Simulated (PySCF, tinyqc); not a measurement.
RHF in the sto-3g basis, for HF, spin multiplicity 1, step by step. The lowest restricted solution is unstable here: a spin-polarised one lies 0.0196 hartree lower (PySCF). One step of it, computed by the program tinyqc.

Problem. Iteration 3: building the Fock matrix. J_ij = sum D_kl (ij|kl), K_ij = sum D_kl (ik|jl); F = H + J - 0.5 K; E = tr D H + tr D J / 2 - 0.25 tr D K + E_nn.

D after iteration 2, order 1F 1s, 1F 2s, 1F 2px, 1F 2py, 1F 2pz, 2H 1s:
$$\begin{pmatrix}
2.119421 & -0.503210 & 0.000000 & 0.000000 & 0.046170 & 0.007014 \\
-0.503210 & 2.126899 & 0.000000 & 0.000000 & -0.240146 & -0.101978 \\
0.000000 & 0.000000 & 2.000000 & 0.000000 & 0.000000 & 0.000000 \\
0.000000 & 0.000000 & 0.000000 & 2.000000 & 0.000000 & 0.000000 \\
0.046170 & -0.240146 & 0.000000 & 0.000000 & 0.982376 & 0.842286 \\
0.007014 & -0.101978 & 0.000000 & 0.000000 & 0.842286 & 0.727426
\end{pmatrix}$$

core Hamiltonian H = T + V (hartree), order 1F 1s, 1F 2s, 1F 2px, 1F 2py, 1F 2pz, 2H 1s:
$$\begin{pmatrix}
-40.415540 & -9.482610 & 0.000000 & 0.000000 & -0.006896 & -0.708221 \\
-9.482610 & -10.893671 & 0.000000 & 0.000000 & -0.086134 & -1.775560 \\
0.000000 & 0.000000 & -8.577553 & 0.000000 & 0.000000 & 0.000000 \\
0.000000 & 0.000000 & 0.000000 & -8.577553 & 0.000000 & 0.000000 \\
-0.006896 & -0.086134 & 0.000000 & 0.000000 & -8.618529 & -1.307985 \\
-0.708221 & -1.775560 & 0.000000 & 0.000000 & -1.307985 & -3.955233
\end{pmatrix}$$

Two-electron integrals (ij|kl) in chemists' order, unique and non-zero (hartree):
```
(11|11) 5.403501   (21|11) 0.841920   (21|21) 0.156299   (22|11) 1.268028
(22|21) 0.292344   (22|22) 0.926167   (31|31) 0.027998   (32|31) 0.043169
(32|32) 0.204588   (33|11) 1.264502   (33|21) 0.292403   (33|22) 0.925959
(33|33) 0.997514   (41|41) 0.027998   (42|41) 0.043169   (42|42) 0.204588
(43|43) 0.053770   (44|11) 1.264502   (44|21) 0.292403   (44|22) 0.925959
(44|33) 0.889973   (44|44) 0.997514   (51|51) 0.027998   (52|51) 0.043169
(52|52) 0.204588   (53|53) 0.053770   (54|54) 0.053770   (55|11) 1.264502
(55|21) 0.292403   (55|22) 0.925959   (55|33) 0.889973   (55|44) 0.889973
(55|55) 0.997514   (61|11) 0.063045   (61|21) 0.011615   (61|22) 0.021623
(61|33) 0.021593   (61|44) 0.021593   (61|51) 0.000444   (61|52) 0.000843
(61|55) 0.021687   (61|61) 0.000871   (62|11) 0.181305   (62|21) 0.042455
(62|22) 0.152848   (62|33) 0.150564   (62|44) 0.150564   (62|51) 0.002835
(62|52) 0.023523   (62|55) 0.157264   (62|61) 0.003202   (62|62) 0.032800
(63|31) 0.004177   (63|32) 0.025792   (63|53) 0.004775   (63|63) 0.004596
(64|41) 0.004177   (64|42) 0.025792   (64|54) 0.004775   (64|64) 0.004596
(65|11) 0.132600   (65|21) 0.031421   (65|22) 0.121291   (65|33) 0.116387
(65|44) 0.116387   (65|51) 0.005972   (65|52) 0.043058   (65|55) 0.130960
(65|61) 0.002452   (65|62) 0.032102   (65|65) 0.035868   (66|11) 0.387540
(66|21) 0.092177   (66|22) 0.383742   (66|33) 0.373063   (66|44) 0.373063
(66|51) 0.006528   (66|52) 0.077869   (66|55) 0.404843   (66|61) 0.006968
(66|62) 0.113103   (66|65) 0.129983   (66|66) 0.774606
```

nuclear repulsion = 3.51483018 hartree

Give: Coulomb J; exchange K; Fock matrix F; total energy of this density.

Solution.

Coulomb J (hartree), order 1F 1s, 1F 2s, 1F 2px, 1F 2py, 1F 2pz, 2H 1s:
$$\begin{pmatrix}
20.0713 & 3.8172 & 0.0000 & 0.0000 & -0.0039 & 0.2838 \\
3.8172 & 9.4292 & 0.0000 & 0.0000 & 0.0301 & 1.5420 \\
0.0000 & 0.0000 & 9.4414 & 0.0000 & 0.0000 & 0.0000 \\
0.0000 & 0.0000 & 0.0000 & 9.4414 & 0.0000 & 0.0000 \\
-0.0039 & 0.0301 & 0.0000 & 0.0000 & 9.3783 & 1.2299 \\
0.2838 & 1.5420 & 0.0000 & 0.0000 & 1.2299 & 4.1574
\end{pmatrix}$$

exchange K (hartree), order 1F 1s, 1F 2s, 1F 2px, 1F 2py, 1F 2pz, 2H 1s:
$$\begin{pmatrix}
11.0768 & 1.9048 & 0.0000 & 0.0000 & 0.0018 & 0.1530 \\
1.9048 & 3.0591 & 0.0000 & 0.0000 & -0.0785 & 0.5627 \\
0.0000 & 0.0000 & 2.6126 & 0.0000 & 0.0000 & 0.0000 \\
0.0000 & 0.0000 & 0.0000 & 2.6126 & 0.0000 & 0.0000 \\
0.0018 & -0.0785 & 0.0000 & 0.0000 & 1.8840 & 0.6046 \\
0.1530 & 0.5627 & 0.0000 & 0.0000 & 0.6046 & 0.8663
\end{pmatrix}$$

Fock matrix F (hartree), order 1F 1s, 1F 2s, 1F 2px, 1F 2py, 1F 2pz, 2H 1s:
$$\begin{pmatrix}
-25.8826 & -6.6178 & 0.0000 & 0.0000 & -0.0117 & -0.5009 \\
-6.6178 & -2.9940 & 0.0000 & 0.0000 & -0.0168 & -0.5149 \\
0.0000 & 0.0000 & -0.4424 & 0.0000 & 0.0000 & 0.0000 \\
0.0000 & 0.0000 & 0.0000 & -0.4424 & 0.0000 & 0.0000 \\
-0.0117 & -0.0168 & 0.0000 & 0.0000 & -0.1822 & -0.3804 \\
-0.5009 & -0.5149 & 0.0000 & 0.0000 & -0.3804 & -0.2310
\end{pmatrix}$$

total energy of this density = -98.467457 hartree
